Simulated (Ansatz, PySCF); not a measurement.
BF₃, SMILES FB(F)F. Atoms are numbered in the order given.

```xyz
4

B      0.0000     0.0000     0.0000
F     -1.3156     0.0000     0.0000
F      0.6578     1.1394     0.0000
F      0.6578    -1.1394     0.0000
```
Charge 0, spin multiplicity 1.

Geometry: B3LYP-D3(BJ)/def2-TZVP. The isomer is the one that the SMILES or the coordinates give; other isomers of the formula were not compared.

Two levels are set side by side: PBE-D3(BJ)/def2-TZVP (Ansatz, a quantum-chemistry and plane-wave program) and B3LYP-D3(BJ)/def2-TZVP (Ansatz). Each level has its own optimised geometry; the coordinates shown are those of the second. Frequencies come from the Hessian of PySCF at each geometry. Differences are taken from unrounded values.

| quantity | B3LYP-D3(BJ) |
|---|---|
| mean bond length (Å) | 1.316 |
| bond B1–F2 (Å) | 1.316 |
| bond B1–F3 (Å) | 1.316 |
| bond B1–F4 (Å) | 1.316 |
| highest harmonic wavenumber (cm⁻¹) | 1460 |
| mean harmonic wavenumber (cm⁻¹) | 906 |
| zero-point energy (kcal/mol) | 7.77 |

Q: What does PBE-D3(BJ) give, and how far is it from B3LYP-D3(BJ)? (Estimate from the structure and the level; the computed values follow.)

A: 
| quantity | PBE-D3(BJ) | PBE-D3(BJ) minus B3LYP-D3(BJ) |
|---|---|---|
| mean bond length (Å) | 1.325 | 0.010 |
| bond B1–F2 (Å) | 1.325 | 0.010 |
| bond B1–F3 (Å) | 1.325 | 0.010 |
| bond B1–F4 (Å) | 1.325 | 0.010 |
| highest harmonic wavenumber (cm⁻¹) | 1421 | -39 |
| mean harmonic wavenumber (cm⁻¹) | 880 | -27 |
| zero-point energy (kcal/mol) | 7.55 | -0.23 |

Exact exchange shortens and stiffens bonds; PBE has none. Differences between two approximate levels are no errors against the true value.
